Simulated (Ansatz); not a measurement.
A nudged elastic band was laid between two geometries of AlH$_{5}$O (7 atoms, charge 0, multiplicity 1).

Method: RKS BHLYP/def2-SVP in Ansatz.

```
movable images  : 5
climbing image  : yes
spring          : 5.0 eV/Å²
optimiser       : quadratic models (default)
start path      : IDPP
force threshold : 0.05 eV/Å
iteration limit : 10
end points      : relaxed
```

Initial state:

```xyz
7
Properties=species:S:1:pos:R:3
O -0.149 -1.135 -0.100
Al 0.140 0.868 -0.138
H -0.988 -1.429 0.260
H 0.547 -1.664 0.293
H 0.321 1.176 -1.681
H -1.251 1.240 0.542
H 1.442 0.876 0.778
```

Final state:

```xyz
7
Properties=species:S:1:pos:R:3
O -0.023 -1.146 -0.014
Al 0.227 0.859 0.046
H -0.285 -1.499 -0.866
H -0.567 -1.555 0.660
H 0.074 1.064 -1.525
H -1.031 1.194 0.963
H 1.665 1.015 0.690
```

What changes between the two ends?

No bond is made or broken. The dihedral H3–O1–Al2–H5 goes from -119 to -8°.

Give the energies along the band, and the barrier.

It converged. The highest image is number 3 of 0 to 6, 0.1 kcal/mol above the ends, which have the same energy within 2 meV. The top lies less than 8 meV above the higher end, about what the thresholds resolve: that end is a shoulder or a very shallow well. Another band between the same ends (5 images) ends at a top of the same energy, where a vibrational analysis finds 1 clearly imaginary mode.

```csv
image,path coordinate (Å),energy (kcal/mol),dihedral H3–O1–Al2–H5 (°)
0,0.00,0.0,-119
1,0.35,0.0,-100
2,0.70,0.0,-80
3,1.05,0.1,-60
4,1.39,0.1,-42
5,1.74,0.0,-25
6,2.08,0.0,-8
```

What is the geometry of the highest image?


```xyz
7
Properties=species:S:1:pos:R:3
O -0.033 -1.130 -0.096
Al 0.170 0.877 -0.054
H -0.828 -1.512 -0.472
H 0.192 -1.621 0.695
H 0.090 1.152 -1.614
H -1.107 1.266 0.814
H 1.577 0.901 0.682
```

Run time: 73 s on 1 thread of Intel(R) Xeon(R) Processor @ 2.50GHz (Skylake/Cascade Lake) (shared host), peak memory 0.11 GiB.
